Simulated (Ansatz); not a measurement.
Consider the isomerisation: `C=COC(C)=O` → `C=CC(=O)OC`.

Calculated with Ansatz (gas phase, PBE0-D4/def2-TZVP geometries, no zero-point term in ΔE). CCSD(T)/CBS adds triple-zeta CCSD(T) − MP2 to the extrapolated MP2 energy (def2 sets, frozen cores). Functionals use def2-TZVPP. One conformer a species, not always the lowest.

**Question.** Is it downhill or uphill in electronic energy at CCSD(T)/CBS, and by how much? (Best estimate.)

**Answer.** Computed: Uphill: ΔE = +7.5 kJ/mol.

**Question.** What do these levels give: PBE-D4, r2SCAN0-D4, ωB97M-V, B2PLYP, r2SCAN, BHLYP, CAM-B3LYP, CCSD/def2-SVP, HF/def2-TZVPP, MP2/def2-TZVPP, MP2/def2-QZVPP, SCS-MP2/def2-QZVPP? (Estimate.)

**Answer.** The calculation gave: PBE-D4 12.7, r2SCAN0-D4 11.9, ωB97M-V 10.6, B2PLYP 8.7, r2SCAN 11.8, BHLYP 9.4, CAM-B3LYP 11.2, CCSD/def2-SVP 6.4, HF/def2-TZVPP 6.9, MP2/def2-TZVPP 7.2, MP2/def2-QZVPP 7.6, SCS-MP2/def2-QZVPP 6.2 kJ/mol.

**Question.** What do rigid-rotor, harmonic-oscillator terms from PBE0-D4/def2-TZVP frequencies (298.15 K, 1 bar) make of the CCSD(T)/CBS value? (Best estimate.)

**Answer.** Computed: ΔZPE = +3.1 kJ/mol, ΔH = +10.0 kJ/mol, ΔS = -9 J/(mol·K), ΔG = +12.6 kJ/mol.

Largest T1 diagnostic among the species: 0.015.

Leaving LDA and LC-ωPBE aside and taking each functional with its dispersion term where it has one, the values, not all of them listed here, spread over 4.2 kJ/mol, from BHLYP-D4 to PBE-D4. LDA lies +4.0 kJ/mol from PBE without D4.
